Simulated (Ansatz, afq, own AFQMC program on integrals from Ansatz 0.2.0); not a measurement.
Two steps: Ansatz 0.2.0 writes the Fock matrix and Cholesky factors of the valence space, and afq projects on them the lowest state that overlaps trial and start.

```yaml
crystal:
  periodic: [false, false, false]
  atoms:
    - {symbol: Si, position_ang: [0.000000, -0.101589, 0.514766]}
    - {symbol: O, position_ang: [0.000000, 0.107669, -0.993765]}
    - {symbol: H, position_ang: [0.000000, 1.121646, 1.430812]}
basis:
  gaussian: {orbitals: cc-pVDZ}
magnetization: {spin_polarized: true, initial_magnetization: 1}
correlation: {method: ccsd_t, electrons: outside_noble_gas, hamiltonian_folder: ham}
```

```sh
$ ansatz run in.yaml --threads 1 --pin off --events-out ev --progress --plain --max-ram 1382MiB
```

afq runs on the folder ham with

```
--method free --trial cisd --walkers 60 --time-step 0.03 --max-blocks 80 --target-error 0.0004 --factor-cut 1e-05 --seed 3661 --times 0,0.21,0.42,0.81,1.2,1.8,2.4,3 --taylor-order 8
```

Times are imaginary, in 1/Eh. The walk had a cap of 774 s.

Output of the walk:

```
orbitals 31  electrons 6 5  factors 226 of 357
reference energy -364.31591044 Eh
CCSD correlation -0.28362912 Eh in 14 cycles, weight of the determinant in the CISD state 0.8720
repeat  energy at the last time / Eh  error
    10  -364.613109  0.004179
    20  -364.615651  0.002878
    30  -364.613898  0.002045
    40  -364.613106  0.001604
    50  -364.613570  0.001450
    60  -364.613093  0.001310
    70  -364.613796  0.001217
    80  -364.612880  0.001160
time / (1/Eh)  energy / Eh  error  mean overlap
  0.00  -364.599599  0.000394  1.1468
  0.21  -364.605907  0.000479  1.1442
  0.42  -364.607529  0.000500  1.1542
  0.81  -364.609727  0.000507  1.1611
  1.20  -364.611492  0.000584  1.1454
  1.80  -364.611485  0.000722  1.1530
  2.40  -364.611521  0.000790  1.1710
  3.00  -364.612880  0.001160  1.1495
energy -364.612880 +/- 0.001160 Eh
```

The run passed its tests (error under three times the target), which doesn't prove that it has relaxed.

Against this walk (error 31.6 meV) on the same determinant: CCSD(T) 60.5 meV higher (within the noise), CCSDT(Q) 13.7 meV lower (within the noise). The error is statistical, and a free projection of finite length keeps a remainder of its start. None of these is a sure reference here.

Cautions: remainder of the start not in the error; error above the target (31.6 against 10.9 meV).

The walk took 91 s on 1 thread of AMD EPYC 9R45 96-Core Processor (Zen 5) (shared host). The log's last line is the free-projection energy.

CCSDT and higher add their correlation energy to the determinant of the CCSD(T) run, since their own runs factorise the integrals more tightly (a shift of under 2 meV). A walk keeps the symmetry of its determinant, which the program's search chose and which needn't be the lowest solution, so a lower state of the same spin and another symmetry isn't excluded.
